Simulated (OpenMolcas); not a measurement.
# BNH4 (BH2(NH2)): levels of theory compared

Aim: a comparison of 6 runs (HF/STO-3G, HF/3-21G, HF/def2-SVP, PBE0/def2-SVP, B3LYP/aug-cc-pVDZ, CCSD(T)/6-311+G**) of BNH4 (BH2(NH2)). 

Program for the calculation: OpenMolcas 26.06.

3 further runs of the same task are left out: 3 set aside as unsound or not needed.

## 1. The system as given

BNH4: 6 atoms, total charge 0, spin state singlet. As SMILES, `[H]B([H])N`. The shape is that of a GFN2-xTB optimisation.

Bond lengths: B1–N4 1.378 Å, B1–H2 1.171 Å, B1–H3 1.171 Å, N4–H5 1.007 Å, N4–H6 1.007 Å. Angles: B1–N4–H5 123.8°, B1–N4–H6 123.7°, H2–B1–N4 118.8°, H3–B1–N4 119.0°, H5–N4–H6 112.5°, H2–B1–H3 122.1°.

## 2. Energy and gradient at HF/STO-3G (run 1)

The input, job.input:

```
* BH4N Hartree-Fock
&GATEWAY
BasLib = $CurrDir
Coord
6
bohr
B      0.64619185     1.12467050     0.00689750
H      2.51354362     1.27424233     1.18568976
H     -0.14853247     2.82857986    -1.16049971
N     -0.65269251    -1.13141683    -0.00731324
H     -2.26634854    -1.41839063    -0.97332234
H     -0.09218084    -2.67766633     0.94856693
Basis = STO-3G
Group = NoSym
&SEWARD
&SCF
Thresholds = 1e-10 1e-07 1e-07 1e-05
PrOrbitals = 1 1
&ALASKA
```

The basis set STO-3G is read from a file made from the Basis Set Exchange's data (not shown).

Run with:

```console
$ export MOLCAS_MEM=1860
$ pymolcas job.input > job.log
```

Output:

```text
--- Start Module: gateway ---
[...]
--- Stop Module: gateway /rc=_RC_ALL_IS_WELL_ ---
[...]
      Basis functions           14
[...]
--- Start Module: scf ---
[...]
       Convergence after  10 Iterations
[...]
::    Total SCF energy                                -80.4653693605
[...]
      Total spin, S                                     0.0000000000
[...]
      Total electronic charge=   16.000000
      Total            charge=   -0.000000
[...]
      Dipole Moment (debye):
      Origin of the operator (angstrom)=   -0.0368   -0.0629   -0.0005
                   X= -8.7598E-01               Y= -1.5185E+00               Z= -8.7089E-03           Total=  1.7531E+00
      Quadrupole Moment (debye*angstrom):
[...]
--- Stop Module: scf /rc=_RC_ALL_IS_WELL_ ---
--- Start Module: alaska ---
[...]
 *              Molecular gradients               *
 **************************************************
  Irreducible representation: a
 ------------------------------------------------------------------------------------------
                              X                       Y                       Z
 ------------------------------------------------------------------------------------------
  B1                1.64372860190110E-04    8.86723245480336E-04    9.42227675773330E-06
  H2                6.63679652150329E-03   -1.04571216904514E-03    4.61640772269578E-03
  H3               -3.94608154297060E-03    5.30179029890077E-03   -4.60206584324196E-03
  N4               -1.02225525653394E-02   -1.79891941271459E-02   -7.33232806330378E-05
  H5                1.14000242126453E-02    1.85827851336839E-03    6.77639778897743E-03
  H6               -4.03255948602721E-03    1.09881142384265E-02   -6.72683866455337E-03
 ------------------------------------------------------------------------------------------
--- Stop Module: alaska /rc=_RC_ALL_IS_WELL_ ---
[...]
```

Wall time 1.6 s (1 thread of Arm Neoverse V2, shared host); peak memory 0.37 GiB.

## 3. Energy and gradient at HF/3-21G (run 2)

The input, job.input:

```
* BH4N Hartree-Fock
>>> EXPORT MOLCAS_PRINT=2
&GATEWAY
BasLib=$CurrDir
Coord
6
angstrom
B        0.341950       0.595150       0.003650
H        1.330110       0.674300       0.627440
H       -0.078600       1.496820      -0.614110
N       -0.345390      -0.598720      -0.003870
H       -1.199300      -0.750580      -0.515060
H       -0.048780      -1.416960       0.501960
Basis=3-21G
Group=NoSym
&SEWARD
&SCF
Thresholds=1e-10 1e-07 1e-07 1e-05
PrOrbitals=1 1
&ALASKA
```

The basis set 3-21G is read from a file made from the Basis Set Exchange's data (not shown).

Run with:

```console
$ export MOLCAS_MEM=1860
$ pymolcas job.input > job.log
```

Output:

```text
--- Start Module: gateway ---
[...]
--- Stop Module: gateway /rc=_RC_ALL_IS_WELL_ ---
[...]
      Basis functions           26
[...]
--- Start Module: scf ---
[...]
       Convergence after  11 Iterations
[...]
::    Total SCF energy                                -81.0424043693
[...]
      Total spin, S                                     0.0000000000
[...]
      Total electronic charge=   16.000000
      Total            charge=   -0.000000
[...]
      Dipole Moment (debye):
      Origin of the operator (angstrom)=   -0.0368   -0.0629   -0.0005
                   X= -1.0291E+00               Y= -1.7846E+00               Z= -1.0633E-02           Total=  2.0601E+00
      Quadrupole Moment (debye*angstrom):
[...]
--- Stop Module: scf /rc=_RC_ALL_IS_WELL_ ---
--- Start Module: alaska ---
[...]
 *              Molecular gradients               *
 **************************************************
  Irreducible representation: a
 ------------------------------------------------------------------------------------------
                              X                       Y                       Z
 ------------------------------------------------------------------------------------------
  B1               -4.57645383111194E-03   -7.54479127328178E-03   -2.74444137478465E-05
  H2               -9.09419168861114E-03   -2.67237548527843E-03   -5.15300404468233E-03
  H3                2.39157691272618E-03   -9.22007258968827E-03    5.05475050424398E-03
  N4                1.59049329869547E-02    2.74618854366064E-02    1.89905262199166E-04
  H5               -4.59779631420254E-03   -2.77741529716502E-03   -2.10709367319817E-03
  H6               -2.80680657563925E-05   -5.24723079118194E-03    2.04288636518801E-03
 ------------------------------------------------------------------------------------------
--- Stop Module: alaska /rc=_RC_ALL_IS_WELL_ ---
[...]
```

Run time: 1.6 s. Hardware: 1 thread of Arm Neoverse V2, shared host; peak memory 0.37 GiB.

Run 3 isn't shown in full; the table further down has it.

## 4. Energy and gradient at PBE0/def2-SVP (run 4)

The input, test.input:

```
* BH4N Kohn-Sham DFT

&gateway
 baslib=$CurrDir
 coord
 6
 bohr
 B      0.64619185     1.12467050     0.00689750
 H      2.51354362     1.27424233     1.18568976
 H     -0.14853247     2.82857986    -1.16049971
 N     -0.65269251    -1.13141683    -0.00731324
 H     -2.26634854    -1.41839063    -0.97332234
 H     -0.09218084    -2.67766633     0.94856693
 basis=def2-SVP
 group=NoSym

&seward
 gridinput
 Grid=UltraFine
 End of Grid

&scf
 ksdft=PBE0
 thresholds=1e-10 1e-07 1e-07 1e-05
 prorbitals=1 1

&alaska
```

The basis set def2-SVP is read from a file made from the Basis Set Exchange's data (not shown).

Run with:

```console
$ export MOLCAS_MEM=1860
$ pymolcas test.input > test.log
```

Output:

```text
--- Start Module: gateway ---
[...]
--- Stop Module: gateway /rc=_RC_ALL_IS_WELL_ ---
[...]
      Basis functions           48
[...]
--- Start Module: scf ---
[...]
       Convergence after  11 Iterations
[...]
::    Total KS-DFT energy                             -81.8683620834
[...]
      Total spin, S                                     0.0000000000
[...]
      Total electronic charge=   16.000000
      Total            charge=   -0.000000
[...]
      Dipole Moment (debye):
      Origin of the operator (angstrom)=   -0.0368   -0.0629   -0.0005
                   X= -1.0968E+00               Y= -1.9029E+00               Z= -1.1712E-02           Total=  2.1964E+00
      Quadrupole Moment (debye*angstrom):
[...]
--- Stop Module: scf /rc=_RC_ALL_IS_WELL_ ---
[...]
--- Start Module: alaska ---
[...]
 *              Molecular gradients               *
 **************************************************
  Irreducible representation: a
 ------------------------------------------------------------------------------------------
                              X                       Y                       Z
 ------------------------------------------------------------------------------------------
  B1                4.69311027637476E-03    8.50517399821360E-03    4.86928520087582E-05
  H2               -1.63677060334306E-02   -1.68908492015690E-03   -1.03209508711735E-02
  H3                6.82115991694532E-03   -1.50972694422118E-02    1.02083583881623E-02
  N4                3.17442279955271E-03    5.33245138427230E-03    6.83446620462422E-05
  H5                4.24315399969322E-03   -5.66347621921648E-04    2.94590319172694E-03
  H6               -2.56414095909685E-03    3.51507660178463E-03   -2.95034822276041E-03
 ------------------------------------------------------------------------------------------
--- Stop Module: alaska /rc=_RC_ALL_IS_WELL_ ---
[...]
```

Wall time 9.9 s (1 thread of Arm Neoverse V2, shared host); peak memory 0.38 GiB.

Run 5 isn't shown in full; the table further down has it.

## 5. The energy at CCSD(T)/6-311+G(d,p) (run 6)

The input, geom.xyz:

```xyz
6

B      0.341950     0.595150     0.003650
H      1.330110     0.674300     0.627440
H     -0.078600     1.496820    -0.614110
N     -0.345390    -0.598720    -0.003870
H     -1.199300    -0.750580    -0.515060
H     -0.048780    -1.416960     0.501960
```

The input, job.inp:

```
* BH4N CCSD(T)

&GATEWAY
  BasLib
  $CurrDir
  Coord
  geom.xyz
  Basis
  6-311pGss
  Group
  NoSym

&SEWARD

&SCF
  Thresholds
  1e-10 1e-07 1e-07 1e-05
  PrOrbitals
  0

&RASSCF
  FileOrb
  $Project.ScfOrb
  Spin
  1
  Nactel
  0 0 0
  Inactive
  8
  Ras2
  0
  OutOrbitals
  Canonical
  OrbListing
  Nothing

&MOTRA
  JobIph
  Frozen
  2

&CCSDT
  CCT
  Triples
  2
  Iterations
  80
  Accuracy
  1e-08
  Extrapolation
  5 4
```

The basis set 6-311+G** is read from a file made from the Basis Set Exchange's data (not shown).

Run with:

```console
$ export MOLCAS_MEM=1860
$ pymolcas job.inp > job.log
```

Output:

```text
--- Start Module: gateway ---
[...]
--- Stop Module: gateway /rc=_RC_ALL_IS_WELL_ ---
[...]
      Basis functions           68
[...]
       Convergence after  11 Iterations
[...]
::    Total SCF energy                                -81.5183946844
[...]
      Total spin, S                                     0.0000000000
[...]
      Number of active orbitals                  0
[...]
      Spin quantum number                      0.0
[...]
      Active orbitals                            0
[...]
      Number of CSFs                             1
[...]
      Number of root(s) required                 1
[...]
      Convergence after  4 iterations
[...]
      Natural orbitals and occupation numbers for root  1
      ************************************************************************************************************************
      *                                                    Final results                                                     *
      ************************************************************************************************************************
[...]
::    RASSCF root number  1 Total energy:    -81.51839468
[...]
      Total electronic charge=   16.000000
      Total            charge=   -0.000000
[...]
      Dipole Moment (debye):
      Origin of the operator (angstrom)=   -0.0368   -0.0629   -0.0005
                   X= -8.4100E-01               Y= -1.4579E+00               Z= -9.0008E-03           Total=  1.6831E+00
      Quadrupole Moment (debye*angstrom):
[...]
--- Start Module: motra ---
[...]
      *** WARNING: Default frozen orbitals is overwritten by user input.
      *** Default values:   2
[...]
--- Stop Module: motra /rc=_RC_ALL_IS_WELL_ ---
--- Start Module: ccsdt ---
[...]
      Convergence after                    14  Iterations
      Total energy (diff) :     -81.82572249      -0.00000001
[...]
 METHOD                       : CCSD+T(CCSD)+<T3(1)WT1> = CCSD(T)
[...]
       CCSD     =       -81.8257224931541
[...]
--- Stop Module: ccsdt /rc=_RC_ALL_IS_WELL_ ---
[...]
```

Wall time 10 s (1 thread of Arm Neoverse V2, shared host); peak memory 0.41 GiB.

## 6. All runs side by side

```tsv
run	level	integration grid	task	energy (Eh)	dipole moment (D) of the reference	HOMO energy (eV)	LUMO energy (eV)	wall time
1	HF/STO-3G	–	gradient	-80.465369	1.75	-10.33	9.20	1.6 s
2	HF/3-21G	–	gradient	-81.042404	2.06	-11.86	4.79	1.6 s
3	HF/def2-SVP	–	gradient	-81.433534	1.91	-11.95	4.21	2.1 s
4	PBE0/def2-SVP	UltraFine	gradient	-81.868362	2.20	-8.57	0.62	9.9 s
5	B3LYP/aug-cc-pVDZ	UltraFine	gradient	-82.055174	1.89	-8.45	-0.37	22 s
6	CCSD(T)/6-311+G**	–	energy	-81.834740	1.68	-11.97	1.50	10 s
```

## 7. Outcome

| quantity | value |
| --- | --- |
| run 6: total energy | -81.83474 Eh |
| run 6: dipole moment (mean-field density) | 1.68 D |
| run 6: HOMO energy (Hartree–Fock orbitals) | -11.97 eV |
| run 6: LUMO energy (Hartree–Fock orbitals) | 1.50 eV |
| run 6: HOMO–LUMO gap (Hartree–Fock orbitals) | 13.47 eV |
| run 6: correlation energy (2 core orbitals frozen) | -316.3 mEh |
| run 6: (T) correction | -9.02 mEh |

**Reading.** Over runs 1, 2, 3, 4, 5 the dipole moment (its size) runs from 1.75 D (HF/STO-3G) to 2.20 D (PBE0/def2-SVP). The two ends differ in method and basis. Over runs 1, 2, 3, 4, 5 the HOMO–LUMO gap runs from 8.08 eV (B3LYP/aug-cc-pVDZ) to 19.54 eV (HF/STO-3G). Totals of different functionals can't be ranked against each other. In run 1 the basis is minimal, so the values are rough. All runs together took 48 s, the longest 22 s.
